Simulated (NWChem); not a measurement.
System: pyrrole (C4H5N); SMILES c1ccc[nH]1

Output (shortened):

```
             Northwest Computational Chemistry Package (NWChem) 7.3.0
             --------------------------------------------------------

 C2V symmetry detected

                             Geometry "geometry" -> ""
                             -------------------------

 Output coordinates in angstroms (scale by  1.889725989 to convert to a.u.)

  No.       Tag          Charge          X              Y              Z
 ---- ---------------- ---------- -------------- -------------- --------------
    1 C                    6.0000     0.00000000     0.71077741    -0.98288118
    2 C                    6.0000     0.00000000    -0.71077741    -0.98288118
    3 C                    6.0000     0.00000000    -1.11920857     0.33423320
    4 N                    7.0000     0.00000000     0.00000000     1.11717690
    5 C                    6.0000     0.00000000     1.11920857     0.33423320
    6 H                    1.0000     0.00000000     1.36525308    -1.85248924
    7 H                    1.0000     0.00000000    -1.36525308    -1.85248924
    8 H                    1.0000     0.00000000    -2.11556014     0.77079398
    9 H                    1.0000     0.00000000     0.00000000     2.12692804
   10 H                    1.0000     0.00000000     2.11556014     0.77079398

 Effective nuclear repulsion energy (a.u.)     161.0198503307

      Symmetry information
      --------------------

 Group name             C2v
 Group number             16
 Group order               4
 No. of unique centers     6

  pbe96 is a nonlocal functional; adding pw91lda local functional.

                                 NWChem DFT Module
                                 -----------------

 Summary of "ao basis" -> "ao basis" (spherical)
 ------------------------------------------------------------------------------
       Tag                 Description            Shells   Functions and Types
 ---------------- ------------------------------  ------  ---------------------
 C                           6-31g*                  6       14   3s2p1d
 N                           6-31g*                  6       14   3s2p1d
 H                           6-31g*                  2        2   2s

      Symmetry analysis of basis
      --------------------------

        a1         33
        a2          9
        b1         11
        b2         27

            General Information
            -------------------
          SCF calculation type: DFT
          Wavefunction type:  closed shell.
          No. of atoms     :    10
          No. of electrons :    36
           Alpha electrons :    18
            Beta electrons :    18
          Charge           :     0
          Spin multiplicity:     1
          Use of symmetry is: on ; symmetry adaption is: on
          Maximum number of iterations: 150
          AO basis - number of functions:    80
                     number of shells:    40
          Convergence on energy requested:  1.00D-06
          Convergence on density requested:  1.00D-05
          Convergence on gradient requested:  5.00D-04

              XC Information
              --------------
          PerdewBurkeErnzerhof Exchange Functional  1.000
            Perdew 1991 LDA Correlation Functional  1.000 local
           PerdewBurkeErnz. Correlation Functional  1.000 non-local

             Grid Information
             ----------------
          Grid used for XC integration:  medium
          Radial quadrature: Mura-Knowles
          Angular quadrature: Lebedev.
          Tag              B.-S. Rad. Rad. Pts. Rad. Cut. Ang. Pts.
          ---              ---------- --------- --------- ---------
          C                   0.70       49           9.0       434
          N                   0.65       49           9.0       434
          H                   0.35       45          11.0       434
          Grid pruning is: on
          Number of quadrature shells:   282
          Spatial weights used:  Erf1

      Superposition of Atomic Density Guess
      -------------------------------------

 Sum of atomic energies:        -207.42591753

      Non-variational initial energy
      ------------------------------

 Total energy =    -210.986602
 1-e energy   =    -597.271003
 2-e energy   =     225.264551
 HOMO         =      -0.222169
 LUMO         =       0.071777

      Symmetry analysis of molecular orbitals - initial
      -------------------------------------------------

  Numbering of irreducible representations:

     1 a1          2 a2          3 b1          4 b2

  Orbital symmetries:

     1 a1          2 a1          3 b2          4 a1          5 b2
     6 a1          7 a1          8 b2          9 a1         10 b2
    11 a1         12 b1         13 a1         14 b2         15 b2
    16 a1         17 b1         18 a2         19 b1         20 a2
    21 a1         22 a1         23 b2         24 a1         25 b2
    26 b2         27 a1         28 a1

     ---------------------------------------------
      Total Density - Mulliken Population Analysis
     ---------------------------------------------

    Atom       Charge   Shell Charges
 -----------   ------   -------------------------------------------------------
    1 C    6     6.39   2.00  0.74  2.01  0.56  1.05  0.04
    2 C    6     6.39   2.00  0.74  2.01  0.56  1.05  0.04
    3 C    6     5.99   2.00  0.73  1.88  0.48  0.85  0.05
    4 N    7     7.58   2.00  0.79  2.45  0.78  1.51  0.04
    5 C    6     5.99   2.00  0.73  1.88  0.48  0.85  0.05
    6 H    1     0.77   0.46  0.31
    7 H    1     0.77   0.46  0.31
    8 H    1     0.77   0.46  0.31
    9 H    1     0.58   0.41  0.16
   10 H    1     0.77   0.46  0.31

   convergence    iter        energy       DeltaE   RMS-Dens  Diis-err
 ---------------- ----- ----------------- --------- --------- ---------
 d= 0,ls=0.0,diis     1   -209.8401338182 -3.71D+02  1.25D-02  4.97D-01
 d= 0,ls=0.0,diis     2   -209.8442117551 -4.08D-03  1.11D-02  3.47D-01
 d= 0,ls=0.0,diis     3   -209.8421986908  2.01D-03  5.50D-03  3.76D-01
 d= 0,ls=0.0,diis     4   -209.8932193809 -5.10D-02  6.90D-04  4.53D-03
 d= 0,ls=0.0,diis     5   -209.8935258723 -3.06D-04  2.78D-04  1.64D-03
  Resetting Diis
 d= 0,ls=0.0,diis     6   -209.8936999592 -1.74D-04  5.10D-05  3.18D-05
 d= 0,ls=0.0,diis     7   -209.8937030164 -3.06D-06  4.12D-05  3.31D-06
 d= 0,ls=0.0,diis     8   -209.8937026106  4.06D-07  2.36D-05  6.52D-06
 d= 0,ls=0.0,diis     9   -209.8937034626 -8.52D-07  1.56D-06  3.08D-08

         Total DFT energy =     -209.893703462638
      One electron energy =     -601.459607037974
           Coulomb energy =      260.786797215908
    Exchange-Corr. energy =      -30.240743971245
 Nuclear repulsion energy =      161.019850330674

 Numeric. integr. density =       35.999984853967

                  Occupations of the irreducible representations
                  ----------------------------------------------

                     irrep           alpha         beta
                     --------     --------     --------
                     a1                9.0          9.0
                     a2                1.0          1.0
                     b1                2.0          2.0
                     b2                6.0          6.0

                       DFT Final Molecular Orbital Analysis
                       ------------------------------------

 Vector   16  Occ=2.000000D+00  E=-3.161680D-01  Symmetry=a1
              MO Center= -6.8D-17,  7.3D-15, -6.2D-01, r^2= 2.6D+00
   Bfn.  Coefficient  Atom+Function         Bfn.  Coefficient  Atom+Function
  ----- ------------  ---------------      ----- ------------  ---------------
     4      0.379042   1 C  py               18     -0.379042   2 C  py
    33     -0.184622   3 C  pz               61     -0.184622   5 C  pz
    48      0.180733   4 N  s                76     -0.141139   8 H  s
    80     -0.141139  10 H  s                 8      0.124181   1 C  py
    22     -0.124181   2 C  py               75     -0.119492   8 H  s

 Vector   17  Occ=2.000000D+00  E=-1.993737D-01  Symmetry=b1
              MO Center= -1.1D-16,  1.4D-14, -3.2D-01, r^2= 2.2D+00
   Bfn.  Coefficient  Atom+Function         Bfn.  Coefficient  Atom+Function
  ----- ------------  ---------------      ----- ------------  ---------------
    45      0.378957   4 N  px                3     -0.339770   1 C  px
    17     -0.339770   2 C  px               49      0.312533   4 N  px
     7     -0.242693   1 C  px               21     -0.242693   2 C  px
    31     -0.027873   3 C  px               59     -0.027873   5 C  px

 Vector   18  Occ=2.000000D+00  E=-1.711360D-01  Symmetry=a2
              MO Center=  4.7D-16, -6.9D-15,  1.1D-02, r^2= 2.4D+00
   Bfn.  Coefficient  Atom+Function         Bfn.  Coefficient  Atom+Function
  ----- ------------  ---------------      ----- ------------  ---------------
    31      0.377335   3 C  px               59     -0.377335   5 C  px
    35      0.292874   3 C  px               63     -0.292874   5 C  px
     3     -0.214165   1 C  px               17      0.214165   2 C  px
     7     -0.153759   1 C  px               21      0.153759   2 C  px
    52     -0.025552   4 N  d -2

 Vector   19  Occ=0.000000D+00  E= 2.372116D-02  Symmetry=b1
              MO Center= -1.0D-16, -5.3D-15,  2.6D-01, r^2= 2.6D+00
   Bfn.  Coefficient  Atom+Function         Bfn.  Coefficient  Atom+Function
  ----- ------------  ---------------      ----- ------------  ---------------
    35      0.504358   3 C  px               63      0.504358   5 C  px
    49     -0.482067   4 N  px               31      0.370845   3 C  px
    45     -0.369488   4 N  px               59      0.370845   5 C  px
     7     -0.249295   1 C  px               21     -0.249295   2 C  px
     3     -0.180030   1 C  px               17     -0.180030   2 C  px

[...]
```

Level: PBE/6-31G* (spherical d). Geometry: optimised at PBE0/def2-SVP.

Problem. Reconstruct the input file.

Solution. Several could match; the one computed here: the input that was run:
```
start job
memory heap 200 mb stack 900 mb global 1100 mb
geometry units angstroms noautoz
  C      0.707947    -0.986020     0.000000
  C     -0.713602    -0.981953     0.000000
  C     -1.118268     0.336322     0.000000
  N      0.003176     1.116063     0.000000
  C      1.120140     0.329923     0.000000
  H      1.359933    -1.857496     0.000000
  H     -1.370562    -1.849686     0.000000
  H     -2.113367     0.775729     0.000000
  H      0.006067     2.125810     0.000000
  H      2.117736     0.763634     0.000000
end
basis spherical
  * library 6-31g*
end
dft
  xc xpbe96 cpbe96
  iterations 150
  mulliken
end
task dft energy
```
